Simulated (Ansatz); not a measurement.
# AlSiH4 radical: a rigid scan of the dihedral angle H3–Al1–Si2–H5

How does the energy rise as the dihedral angle H3–Al1–Si2–H5 leaves its equilibrium value, and do density functionals follow CCSD(T)? All other internal coordinates keep their values.

The runs use Ansatz 0.2.0, Gaussian basis; single points in def2-TZVPP.

Levels: PBE-D4, r2SCAN-D4, PBE0-D4, B3LYP-D4, wB97M-V, Hartree-Fock, MP2, CCSD, CCSD(T). The scan takes -163.7, -141.2, -118.7, -96.2, -73.7, -51.2, -28.7, -6.2°.

Cores are frozen in the correlated methods. Orbitals are unrestricted. B3LYP uses VWN-RPA correlation.

## (1) The system as given

The minimum, relaxed at PBE0-D4: SMILES `[AlH2][SiH2]`, 6 atoms, charge 0, spin multiplicity 2.

Atoms are counted from 1 here; the program's logs count them from 0.

Bond lengths: Al1–Si2 2.374 Å, Al1–H3 1.584 Å, Al1–H4 1.584 Å, Si2–H5 1.487 Å, Si2–H6 1.487 Å. Angles: Si2–Al1–H3 118.6°, Si2–Al1–H4 118.5°, H3–Al1–H4 122.9°, Al1–Si2–H5 125.2°, Al1–Si2–H6 125.2°, H5–Si2–H6 109.6°.

As a file:

```
atom    x (Å)    y (Å)    z (Å)
 Al1  -0.2542  -1.1914  -0.0712
 Si2   0.2424   1.1261   0.0686
  H3  -0.9811  -1.8861   1.1530
  H4   0.1568  -1.9755  -1.3848
  H5   0.9120   1.9242  -0.9920
  H6  -0.0760   2.0027   1.2264
```

Energies of the minimum (eV), from earlier single points: PBE-D4 -14530.37583, r2SCAN-D4 -14536.84605, PBE0-D4 -14531.87887, B3LYP-D4 -14539.88869, wB97M-V -14536.77188, CCSD(T) -14514.09796.

At the minimum the dihedral angle H3–Al1–Si2–H5 is -179.7°.

## (2) H3–Al1–Si2–H5 = -163.7°

Contents of ccsdt-tzvpp/in.yaml:

```yaml
crystal:
  periodic: [false, false, false]
  atoms:
    - {symbol: Al, position_ang: [-0.254151, -1.191391, -0.071163]}
    - {symbol: Si, position_ang: [0.242432, 1.126141, 0.068647]}
    - {symbol: H, position_ang: [-0.981124, -1.886090, 1.152971]}
    - {symbol: H, position_ang: [0.156809, -1.975547, -1.384787]}
    - {symbol: H, position_ang: [0.595181, 1.997537, -1.083080]}
    - {symbol: H, position_ang: [0.240060, 1.929386, 1.319609]}
basis:
  gaussian: {orbitals: def2-TZVPP}
magnetization: {spin_polarized: true, initial_magnetization: 1}
correlation: {method: ccsd_t}
scf: {omitted_lower_state_checks: [cluster_reference]}
```

No record of the launch command was kept for these runs.

Further steps of the session: H3–Al1–Si2–H5 = -141.2°; H3–Al1–Si2–H5 = -118.7°; H3–Al1–Si2–H5 = -96.2°; H3–Al1–Si2–H5 = -73.7°; H3–Al1–Si2–H5 = -51.2°; H3–Al1–Si2–H5 = -28.7°; H3–Al1–Si2–H5 = -6.2°.

**Question.** What will these runs give? Wanted: highest point, CCSD(T); lowest point, CCSD(T); RMS deviation from CCSD(T); largest T1 diagnostic.

**Answer**, as computed:

| quantity | value |
| --- | --- |
| highest point, CCSD(T) | 341 meV at -96.2° |
| lowest point, CCSD(T) | 0 meV at -179.7° |
| RMS deviation from CCSD(T) | PBE-D4 5, r2SCAN-D4 3, PBE0-D4 2, B3LYP-D4 8, wB97M-V 3, Hartree-Fock 12, MP2 2, CCSD 1 meV |
| largest T1 diagnostic | 0.015 |

In words: Over the points sampled the torsion costs at most 341 meV, a hindered rotation that is fast at room temperature. A rigid scan overstates barriers, since nothing else may give way. The curve of CCSD lies nearest to CCSD(T), that of Hartree-Fock farthest.
